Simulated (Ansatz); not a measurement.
Input file for Ansatz (a quantum-chemistry and plane-wave program): R-PBE/def2-TZVPPD on C2H2N2 (a complex). Files ending in .json are basis or fitting sets from the Basis Set Exchange.

Ansatz 0.2 input:
```yaml
crystal:
  periodic: [false, false, false]
  atoms:
    - {symbol: H, position_ang: [0.00000000, 0.00000000, 3.85521306]}
    - {symbol: C, position_ang: [0.00000000, 0.00000000, 2.78649976]}
    - {symbol: N, position_ang: [0.00000000, 0.00000000, 1.63150791]}
    - {symbol: H, position_ang: [0.00000000, 0.00000000, -0.59377492]}
    - {symbol: C, position_ang: [0.00000000, 0.00000000, -1.66809824]}
    - {symbol: N, position_ang: [0.00000000, 0.00000000, -2.82525056]}
basis:
  gaussian:
    orbitals: def2-TZVPPD.json
hamiltonian:
  xc: {name: PBE}
scf: {lower_state_search: off}
```

It printed:

```
WARN ansatz: RAYON_NUM_THREADS=2 ignored (pool sized by the plan → 2); use --threads N
Functional definition: PBE
these checks for a lower state are left out or cut short: stability, starts, cluster_reference, orbital_swaps, neighbouring_geometries, increment
integrals: 0.06 GiB planned
824 factors; their error is unknown
mean field: 0.56 GiB planned
mean field evaluation 1: about -5071.8501 eV, gradient 6.4e1 eV
mean field evaluation 2: about -5046.9814 eV, gradient 1.2e2 eV
mean field evaluation 4: about -5080.3894 eV, gradient 5.3e0 eV
mean field evaluation 8: about -5080.4617 eV, gradient 4.8e-2 eV
mean field evaluation 16: about -5080.4460 eV, gradient 2.5e-5 eV
mean field -5080.44603131 eV, -186.7029480008 hartree, gradient 7.2e-6 eV, S^2 0.000000; 0 other end points of the search recorded, 0 dependent functions left out
reference -5080.44607243 eV, -186.7029495119 hartree; 14, 14 occupied and 168, 168 virtual orbitals, 824 factors
Total energy: -5080.44607243 eV, -186.7029495119 hartree
Checks for a lower state left out: stability, starts, cluster_reference, orbital_swaps, neighbouring_geometries, increment
```

The run converged.

Cost: about 0.9 core-seconds (a rough figure).
